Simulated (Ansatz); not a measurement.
# FH₄Si₂, SMILES F[SiH2][SiH2]: a rigid torsion scan

With the Ansatz DFT code, driven from Python.

At the Python prompt:
```pycon
>>> from dataclasses import dataclass
>>> import ansatz as az
>>> from ase import Atoms
>>> @dataclass
... class Options:
...     basis_set: str = 'def2-SVP'
...     xc: str = 'pbe0'
...     fmax: float = 0.02
...     level: str = 'mp2'
...
>>> settings = Options()
>>> atoms = Atoms(['F', 'Si', 'Si', 'H', 'H', 'H', 'H'], positions=[
...     (-1.8192, -0.6041, 0.4188),
...     (-0.7285, -0.0765, -0.6091),
...     (1.2387, 0.2289, 0.4688),
...     (-0.5008, -1.0836, -1.6834),
...     (-1.1582, 1.1927, -1.2592),
...     (1.2058, 1.3017, 1.5277),
...     (1.8235, -1.027, 1.0907),
... ])
>>> # relax first, so that the scan starts from a minimum
>>> first = (
...     az.Crystal.molecule_from_ase(atoms).calculation()
...     .basis(gaussian=settings.basis_set)
...     .spin('collinear', total=1)  # spin-polarised run
...     .functional(settings.xc)
...     .relax(force_tolerance=settings.fmax, max_steps=80)  # relax until the tolerances are met
... )
>>> atoms.positions = first.run(threads=1, backend='cpu').report['positions_ang']

>>> start = atoms.get_dihedral(0, 1, 2, 5)
>>> energies = {}
>>> for turn in range(0, 360, 30):
...     turned = atoms.copy()
...     turned.set_dihedral(0, 1, 2, 5, start + turn, indices=[2, 5, 6])
...     job = (
...         az.Crystal.molecule_from_ase(turned).calculation()
...         .basis(gaussian=settings.basis_set)  # the orbital basis, by name
...         .correlation(settings.level)  # correlation on top of the mean field
...         .spin('collinear', total=1)
...     )
...     energies[round((start + turn) % 360)] = job.run(threads=1, backend='cpu').report['free_energy_ev']
...
>>> floor = min(energies.values())
>>> print('dihedral F0-Si1-Si2-H5 (deg)   E - E(min) (kJ/mol)')
dihedral F0-Si1-Si2-H5 (deg)   E - E(min) (kJ/mol)
>>> for angle, e in sorted(energies.items()):
...     print(f'{angle:8d} {96.485332 * (e - floor):14.3f}  ' + '#' * int(30 * (e - floor) / max(max(energies.values()) - floor, 1e-9)))
...
      23          7.187  ##############################
      53          4.763  ###################
      83          3.760  ###############
     113          3.875  ################
     143          3.738  ###############
     173          4.710  ###################
     203          7.152  #############################
     233          6.973  #############################
     263          2.740  ###########
     293          0.000
     323          2.668  ###########
     353          6.928  ############################
```

What to keep in mind:
- The settings weren't tested for convergence.
- The scan is rigid and the energies are electronic, in a modest basis. With rigid groups the curve can differ much from the relaxed path, the start wasn't checked as a minimum of this torsion, and equivalent turns needn't return to the same energy.
- The species is open-shell (spin multiplicity 2).
- The start is relaxed with a density functional and scanned with the wavefunction method, so it isn't exactly that method's minimum.
- Finished in 16 s on 1 thread of Intel(R) Xeon(R) 6975P-C (Granite Rapids), with other jobs on the host, peak memory 0.25 GiB.

(A comment or docstring line of the script was reworded after the run, the code is as it ran; lines on the test bed's own set-up are left out of the output.)
